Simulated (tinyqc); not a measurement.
Worked calculation: RKS/BLYP in the sto-3g basis, for HF, spin multiplicity 1. One step of it, computed by the program tinyqc.

Question. Iteration 2: DIIS coefficients. Solve [B -1; -1 0][c; lambda] = [0; -1] for the coefficients, which sum to one.

B (overlaps of the stored error matrices):
```
               1              2
1  3.5889070e+00  7.3364574e-01
2  7.3364574e-01  1.9539775e-01
```

Give: DIIS coefficients.

Answer.

DIIS coefficients: -0.232  1.232
